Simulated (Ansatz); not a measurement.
hcp Co, treated with PBE0 (Ansatz, a program for electronic structure, plane waves, PAW).

Excerpt of the program's output:

```
WARN output.stress: scf.exx.energy_threshold = 1e-6 eV is looser than the 2e-8 eV advised for a stress under a hybrid functional (1e-8 eV for each atom of the …
Crystal: 2 atoms, lattice volume = 22.155 Å³
Basis set: ecut = 460 eV, 525 PW (Γ), exchange–correlation on 36×36×60 points (8 copies of the dense FFT grid, shifted against one another)
Bands: 23, of which v1, the nominal top of the filled ones, is band 17 counted from 1 (16 counted from 0)
Symmetry: 24 space group operations
Space group: P63/mmc (ITA 194), of the structure as read, at distance tolerance 2.8e-5 Å
k-points: 95 of 1152
Initial density: superposition of atomic densities (chi_scale 0.1, normalization cell)
Functional: x = pbe(κ = 0.804, μ = 0.2195149727645171), c = pbe(β = 0.06672455060314922), warm-up for x = 0.75 pbe(κ = 0.804, μ = 0.2195149727645171) + 0.25 exact, c = pbe(β = 0.06672455060314922)
SCF 1 converged in 15 iterations: F = -10252.305476 eV  dr2 = 4.78e-12
Crystal: 2 atoms, lattice volume = 22.155 Å³
Initial density: handed on by an earlier stage of this run
Functional: x = 0.75 pbe(κ = 0.804, μ = 0.2195149727645171) + 0.25 exact, c = pbe(β = 0.06672455060314922)
SCF 2 converged in 11 iterations: F = -10247.993683 eV  dr2 = 1.29e-12
Crystal: 2 atoms, lattice volume = 22.155 Å³
  ...
Crystal: 2 atoms, lattice volume = 22.155 Å³
SCF 19 converged in 5 iterations: F = -10248.217347 eV  dr2 = 1.36e-10
Crystal: 2 atoms, lattice volume = 22.155 Å³
SCF 20 converged in 6 iterations: F = -10248.217811 eV  dr2 = 5.12e-12
Crystal: 2 atoms, lattice volume = 22.155 Å³
SCF 21 converged in 6 iterations: F = -10248.218159 eV  dr2 = 2.35e-11
Crystal: 2 atoms, lattice volume = 22.155 Å³
SCF 22 converged in 6 iterations: F = -10248.218592 eV  dr2 = 1.07e-10
Crystal: 2 atoms, lattice volume = 22.155 Å³
SCF 23 converged in 7 iterations: F = -10248.219158 eV  dr2 = 5.08e-11
Crystal: 2 atoms, lattice volume = 22.155 Å³
SCF 24 converged in 6 iterations: F = -10248.220066 eV  dr2 = 1.10e-10
Crystal: 2 atoms, lattice volume = 22.155 Å³
Crystal: 2 atoms, lattice volume = 22.155 Å³
SCF 26 converged in 13 iterations: F = -10248.220403 eV  dr2 = 2.62e-11
Crystal: 2 atoms, lattice volume = 22.155 Å³
SCF 27 converged in 4 iterations: F = -10248.220403 eV  dr2 = 1.38e-10
Magnetization: 3.7779 μB (18.8890 up, 15.1110 down)
Free energy (F): -10248.220403 eV
Internal energy: -10248.219110 eV  (E = F + TS)
E sigma→0 (E₀):  -10248.219757 eV
Fermi energy:    18.375836 eV
--- Forces (eV/Å), atoms counted from 1 ---
  atom   1  Co    -0.00000000     0.00000000     0.00000000
  atom   2  Co    -0.00000000    -0.00000000     0.00000000
--- Stress (GPa, compression-positive) ---
       -7.028499       0.000000       0.000000
        0.000000      -7.028499       0.000000
        0.000000       0.000000      -3.137051
  P = ⅓ Tr σ = -5.7313 GPa (-57.313 kbar)
```

Q: Write an input file that could have produced this run (the log leaves some choices open).

A: One answer among several that fit: 
Ansatz 0.2 input:
```yaml
crystal:
  lattice:
    - [1.25355, -2.171212, 0.0]
    - [1.25355, 2.171212, 0.0]
    - [0.0, 0.0, 4.07]
  atoms:
    - { symbol: Co, position: [0.33333333, 0.66666667, 0.25], spin: 1.8 }
    - { symbol: Co, position: [0.66666667, 0.33333333, 0.75], spin: 1.8 }
basis:
  ecutwfc: 460
  ecutrho_ratio: 4
  xc_grid: 2
kpoints:
  mp_grid: { grid: [12, 12, 8] }
hamiltonian:
  xc: pbe0
  dispersion: none
  pseudopotentials: { kind: paw }
scf:
  occupations: { method: fermi_dirac, width: 0.05 }
  convergence: { dr2_threshold: 0.0000000002 }
output:
  forces: true
  stress: true
  eigenvalues: true
magnetization:
  spin_polarized: true
```

The PAW data were made under PBE.

Note: the run warned that the count of filled bands differs between k points. Note: cell and atoms aren't relaxed at this level (pressure -5.7 GPa).

It cost about 16 core-minutes (a rough figure) of CPU time.
